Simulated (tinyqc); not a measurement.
UHF in the sto-3g basis, for H2O, spin multiplicity 1, step by step. One step of it, computed by the program tinyqc.

Question. Iteration 1: building the Fock matrix. J_ij = sum D_kl (ij|kl) with D = D(alpha) + D(beta), K_ij = sum D_kl (ik|jl) for each spin; F = H + J - K(s); E = tr D H + tr D J / 2 - 0.5 sum_s tr D(s) K(s) + E_nn.

D(alpha) at the start, lower triangle:
```
            1O 1s      1O 2s     1O 2px     1O 2py     1O 2pz     2H 1s     3H 1s
1O 1s    1.065815
1O 2s   -0.292865   1.321116
1O 2px   0.020396  -0.199012   0.584984
1O 2py   0.004219  -0.037126   0.083699   1.137757
1O 2pz  -0.023527   0.149774  -0.092948  -0.017820   1.084669
2H 1s    0.035815  -0.171869   0.091759  -0.129447  -0.113690  0.055520
3H 1s    0.054415  -0.341140   0.557162   0.230144  -0.193818  0.092739  0.576559
```

D(beta) at the start, lower triangle:
```
            1O 1s      1O 2s     1O 2px     1O 2py     1O 2pz     2H 1s     3H 1s
1O 1s    1.065815
1O 2s   -0.292865   1.321116
1O 2px  -0.020396   0.199012   0.584984
1O 2py   0.004219  -0.037126  -0.083699   1.137757
1O 2pz  -0.023527   0.149774   0.092948  -0.017820   1.084669
2H 1s    0.035815  -0.171869  -0.091759  -0.129447  -0.113690  0.055520
3H 1s    0.054415  -0.341140  -0.557162   0.230144  -0.193818  0.092739  0.576559
```

core Hamiltonian H = T + V (hartree), lower triangle:
```
             1O 1s      1O 2s     1O 2px     1O 2py     1O 2pz      2H 1s      3H 1s
1O 1s   -32.583801
1O 2s    -7.580349  -9.207027
1O 2px    0.000000   0.000000  -7.352207
1O 2py    0.000576   0.006287   0.000000  -7.462939
1O 2pz   -0.014967  -0.182636   0.000000   0.003485  -7.424357
2H 1s    -1.210978  -2.859011   0.000000  -1.631679  -1.366863  -4.514746
3H 1s    -1.313582  -3.033314   0.000000   1.710352  -1.432831  -1.124811  -4.622230
```

Two-electron integrals (ij|kl) in chemists' order, unique and non-zero (hartree):
```
(11|11) 4.785065    (21|11) 0.741380    (21|21) 0.136873    (22|11) 1.118947
(22|21) 0.256633    (22|22) 0.817206    (31|31) 0.024477    (32|31) 0.037809
(32|32) 0.180518    (33|11) 1.115814    (33|21) 0.256684    (33|22) 0.817023
(33|33) 0.880159    (41|41) 0.024477    (42|41) 0.037809    (42|42) 0.180518
(43|43) 0.047444    (44|11) 1.115814    (44|21) 0.256684    (44|22) 0.817023
(44|33) 0.785270    (44|44) 0.880159    (51|51) 0.024477    (52|51) 0.037809
(52|52) 0.180518    (53|53) 0.047444    (54|54) 0.047444    (55|11) 1.115814
(55|21) 0.256684    (55|22) 0.817023    (55|33) 0.785270    (55|44) 0.785270
(55|55) 0.880159    (61|11) 0.118873    (61|21) 0.021777    (61|22) 0.040623
(61|33) 0.040544    (61|41) 0.000777    (61|42) 0.001463    (61|44) 0.040692
(61|51) 0.000627    (61|52) 0.001181    (61|54) 0.000120    (61|55) 0.040640
(61|61) 0.003509    (62|11) 0.307625    (62|21) 0.071520    (62|22) 0.254405
(62|33) 0.249943    (62|41) 0.004186    (62|42) 0.032833    (62|44) 0.257901
(62|51) 0.003377    (62|52) 0.026487    (62|54) 0.006420    (62|55) 0.255122
(62|61) 0.011619    (62|62) 0.100494    (63|31) 0.007256    (63|32) 0.043062
(63|43) 0.006708    (63|53) 0.005411    (63|63) 0.013854    (64|11) 0.178535
(64|21) 0.042023    (64|22) 0.159585    (64|33) 0.152451    (64|41) 0.009400
(64|42) 0.062414    (64|44) 0.170593    (64|51) 0.001730    (64|52) 0.015612
(64|54) 0.009224    (64|55) 0.155527    (64|61) 0.007109    (64|62) 0.076611
(64|64) 0.071585    (65|11) 0.144027    (65|21) 0.033900    (65|22) 0.128739
(65|33) 0.122984    (65|41) 0.001730    (65|42) 0.015612    (65|44) 0.126797
(65|51) 0.008652    (65|52) 0.055656    (65|54) 0.009783    (65|55) 0.136288
(65|61) 0.005735    (65|62) 0.061803    (65|64) 0.046572    (65|65) 0.051424
(66|11) 0.466844    (66|21) 0.110285    (66|22) 0.451440    (66|33) 0.433725
(66|41) 0.007905    (66|42) 0.086888    (66|44) 0.465578    (66|51) 0.006377
(66|52) 0.070093    (66|54) 0.025696    (66|55) 0.454454    (66|61) 0.018047
(66|62) 0.230887    (66|64) 0.200853    (66|65) 0.162031    (66|66) 0.774606
(71|11) 0.129051    (71|21) 0.023637    (71|22) 0.044075    (71|33) 0.043988
(71|41) -0.000847   (71|42) -0.001591   (71|44) 0.044149    (71|51) 0.000684
(71|52) 0.001285    (71|54) -0.000130   (71|55) 0.044093    (71|61) 0.003752
(71|62) 0.012216    (71|64) 0.006869    (71|65) 0.006036    (71|66) 0.018813
(71|71) 0.004135    (72|11) 0.327325    (72|21) 0.076073    (72|22) 0.269823
(72|33) 0.265134    (72|41) -0.004452   (72|42) -0.034613   (72|44) 0.273489
(72|51) 0.003595    (72|52) 0.027955    (72|54) -0.006748   (72|55) 0.270584
(72|61) 0.011977    (72|62) 0.085142    (72|64) 0.045100    (72|65) 0.050816
(72|66) 0.158164    (72|71) 0.013409    (72|72) 0.112127    (73|31) 0.007796
(73|32) 0.045977    (73|43) -0.007111   (73|53) 0.005744    (73|63) 0.011387
(73|73) 0.015625    (74|11) -0.187820   (74|21) -0.044199   (74|22) -0.167370
(74|33) -0.159850   (74|41) 0.010054    (74|42) 0.066200    (74|44) -0.179004
(74|51) -0.001824   (74|52) -0.016333   (74|54) 0.009726    (74|55) -0.163067
(74|61) -0.006654   (74|62) -0.044382   (74|64) -0.012605   (74|65) -0.025962
(74|66) -0.074560   (74|71) -0.008120   (74|72) -0.084506   (74|74) 0.078575
(75|11) 0.151692    (75|21) 0.035697    (75|22) 0.135176    (75|33) 0.129103
(75|41) -0.001824   (75|42) -0.016333   (75|44) 0.133085    (75|51) 0.009269
(75|52) 0.059168    (75|54) -0.010328   (75|55) 0.143187    (75|61) 0.005863
(75|62) 0.050462    (75|64) 0.026172    (75|65) 0.041056    (75|66) 0.102241
(75|71) 0.006558    (75|72) 0.068251    (75|74) -0.050842   (75|75) 0.056687
(76|11) 0.111031    (76|21) 0.026063    (76|22) 0.100962    (76|33) 0.098519
(76|41) 0.000014    (76|42) 0.000182    (76|44) 0.100459    (76|51) 0.001897
(76|52) 0.017846    (76|54) 0.000049    (76|55) 0.103796    (76|61) 0.004193
(76|62) 0.039946    (76|64) 0.026525    (76|65) 0.027605    (76|66) 0.096826
(76|71) 0.004548    (76|72) 0.041937    (76|74) -0.027336   (76|75) 0.028730
(76|76) 0.019842    (77|11) 0.480215    (77|21) 0.113410    (77|22) 0.462470
(77|33) 0.444097    (77|41) -0.008282   (77|42) -0.089800   (77|44) 0.477105
(77|51) 0.006689    (77|52) 0.072526    (77|54) -0.026659   (77|55) 0.465628
(77|61) 0.017830    (77|62) 0.152695    (77|64) 0.073035    (77|65) 0.099532
(77|66) 0.307984    (77|71) 0.020146    (77|72) 0.246509    (77|74) -0.212004
(77|75) 0.171224    (77|76) 0.096826    (77|77) 0.774606
```

nuclear repulsion = 8.05944218 hartree

Give: Coulomb J; exchange K(alpha); exchange K(beta); F(alpha); F(beta); total energy of this density.

Answer.

Coulomb J (hartree), lower triangle:
```
          1O 1s    1O 2s  1O 2px   1O 2py  1O 2pz   2H 1s   3H 1s
1O 1s   18.1384
1O 2s    3.4418   8.5244
1O 2px   0.0000   0.0000  8.4532
1O 2py  -0.0057  -0.0613  0.0000   8.5518
1O 2pz   0.0088   0.0524  0.0000  -0.0187  8.5446
2H 1s    0.5480   2.5750  0.0000   1.5709  1.2952  4.4219
3H 1s    0.5953   2.7963  0.0000  -1.7486  1.4118  1.0254  4.9039
```

exchange K(alpha) (hartree), lower triangle:
```
          1O 1s    1O 2s   1O 2px   1O 2py  1O 2pz   2H 1s   3H 1s
1O 1s    4.9165
1O 2s    0.8452   1.3686
1O 2px  -0.0021   0.0077   0.8214
1O 2py   0.0001  -0.0067  -0.0087   1.1727
1O 2pz   0.0007   0.0084   0.0095  -0.0058  1.1703
2H 1s    0.1418   0.3624   0.0464   0.1659  0.1410  0.1662
3H 1s    0.1529   0.4175   0.1789  -0.2192  0.1792  0.1314  0.4550
```

exchange K(beta) (hartree), lower triangle:
```
         1O 1s    1O 2s   1O 2px   1O 2py  1O 2pz   2H 1s   3H 1s
1O 1s   4.9165
1O 2s   0.8452   1.3686
1O 2px  0.0021  -0.0077   0.8214
1O 2py  0.0001  -0.0067   0.0087   1.1727
1O 2pz  0.0007   0.0084  -0.0095  -0.0058  1.1703
2H 1s   0.1418   0.3624  -0.0464   0.1659  0.1410  0.1662
3H 1s   0.1529   0.4175  -0.1789  -0.2192  0.1792  0.1314  0.4550
```

F(alpha) (hartree), lower triangle:
```
           1O 1s    1O 2s   1O 2px   1O 2py   1O 2pz    2H 1s    3H 1s
1O 1s   -19.3619
1O 2s    -4.9838  -2.0512
1O 2px    0.0021  -0.0077   0.2796
1O 2py   -0.0052  -0.0483   0.0087  -0.0839
1O 2pz   -0.0069  -0.1386  -0.0095  -0.0095  -0.0501
2H 1s    -0.8047  -0.6464  -0.0464  -0.2267  -0.2127  -0.2590
3H 1s    -0.8712  -0.6545  -0.1789   0.1809  -0.2002  -0.2309  -0.1733
```

F(beta) (hartree), lower triangle:
```
           1O 1s    1O 2s   1O 2px   1O 2py   1O 2pz    2H 1s    3H 1s
1O 1s   -19.3619
1O 2s    -4.9838  -2.0512
1O 2px   -0.0021   0.0077   0.2796
1O 2py   -0.0052  -0.0483  -0.0087  -0.0839
1O 2pz   -0.0069  -0.1386   0.0095  -0.0095  -0.0501
2H 1s    -0.8047  -0.6464   0.0464  -0.2267  -0.2127  -0.2590
3H 1s    -0.8712  -0.6545   0.1789   0.1809  -0.2002  -0.2309  -0.1733
```

total energy of this density = -73.542424 hartree
